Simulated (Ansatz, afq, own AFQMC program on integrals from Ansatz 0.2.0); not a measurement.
Integrals from Ansatz 0.2.0, then the random walk in our own AFQMC program (afq).

```yaml
crystal:
  periodic: [false, false, false]
  atoms:
    - {symbol: Ge, position_ang: [0.000000, 0.000000, 0.000000]}
    - {symbol: O, position_ang: [0.000000, 0.000000, 1.622593]}
basis:
  gaussian: {orbitals: cc-pVQZ}
magnetization: {spin_polarized: false}
correlation: {method: ccsd_t, electrons: outside_noble_gas, hamiltonian_folder: ham}
```

```sh
$ ansatz run in.yaml --threads 1 --pin off --events-out ev --progress --plain --max-ram 24576MiB --backend cuda --devices 0, --max-vram 18GiB
```

afq runs on the folder ham with

```
--method phaseless --trial cisd --walkers 800 --populations 20 --least-time 60 --time-step 0.005 --steps-per-block 50 --equilibration-blocks 28 --max-blocks 4000 --target-error 0.00019 --factor-cut 1e-05 --seed 2452 --release-times 0.24,0.51,0.99,1.62,2.4 --release-step 0.03 --release-every 3 --taylor-order 6
```

Times are imaginary, in 1/Eh. The walk had a cap of 224 s. With eight or more populations the least sampling time is a fifth of least-time, and the error comes from their spread. Filled inner d shells are frozen with the cores.

Log:

```
orbitals 108  electrons 5 5  factors 749 of 776
reference energy -2150.29762888 Eh
CCSD correlation -0.35800760 Eh in 12 cycles, weight of the determinant in the CISD state 0.8669
energy of the start -2150.655631 Eh
 block  time / (1/Eh)  mean weight  energy / Eh
     1     0.250  0.9984  -2150.655654
     2     0.500  1.0001  -2150.662079
     3     0.750  0.9998  -2150.665639
     4     1.000  1.0007  -2150.668161
     5     1.250  1.0001  -2150.670986
     7     1.750  0.9993  -2150.672275
     9     2.250  1.0003  -2150.676708
    13     3.250  0.9997  -2150.675178
    37     9.250  0.9999  -2150.684246
    61    15.250  0.9999  -2150.670044
    85    21.250  1.0001  -2150.682240
   109    27.250  1.0005  -2150.674054
   133    33.250  0.9997  -2150.676592
   157    39.250  0.9999  -2150.679978
   181    45.250  0.9994  -2150.675800
   205    51.250  0.9999  -2150.673732
   229    57.250  0.9993  -2150.679537
   253    63.250  0.9986  -2150.683744
   277    69.250  0.9992  -2150.674177
   301    75.250  0.9996  -2150.675162
   325    81.250  0.9987  -2150.671951
   349    87.250  0.9985  -2150.676025
   373    93.250  1.0009  -2150.686729
   397    99.250  0.9996  -2150.676294
   421   105.250  0.9996  -2150.676000
   445   111.250  0.9997  -2150.671780
   469   117.250  0.9994  -2150.676852
   481   120.250  1.0006  -2150.678020
error from the spread of 20 populations
released: time / (1/Eh)  energy / Eh  error  mean overlap
  0.24  -2150.677559  0.000219  0.9975
  0.51  -2150.678124  0.000217  0.9904
  0.99  -2150.677990  0.000240  0.9886
  1.62  -2150.678415  0.000360  0.9793
  2.40  -2150.678536  0.000377  0.9644
energy -2150.677674 +/- 0.000260 Eh
(rows thinned)
```

The run passed its tests (sampling time, drift between the halves within three errors, error under three times the target), which doesn't prove that it has relaxed, ending at its cap on processor time.

Against this walk (error 7.1 meV) on the same determinant: CCSD(T) 18.3 meV higher, CCSDT(Q) 36.3 meV lower. The error is statistical and leaves out the bias of the constraint. None of these is a sure reference here. Released to 2.40 1/Eh the energy moves by -23 ± 12 meV (both errors), within twice the noise.

Cautions: constraint bias not in the error; error above the target (7.1 against 5.2 meV); no relativity below Rb; no spin-orbit coupling; inner d shell frozen; raised T1 diagnostic (T1 0.030, weight of the determinant 0.87, largest double 0.06); the bias of populations of 40 walkers isn't removed.

The walk took 3.8 min on 1 × NVIDIA H100 80GB HBM3 with 2 threads of AMD EPYC 7R13 Processor (Zen 3), with other jobs on the host (the card was shared). The log's last line is the phaseless energy.

CCSDT and higher add their correlation energy to the determinant of the CCSD(T) run, since their own runs factorise the integrals more tightly (a shift of under 2 meV). A walk keeps the symmetry of its determinant, which the program's search chose and which needn't be the lowest solution, so a lower state of the same spin and another symmetry isn't excluded.
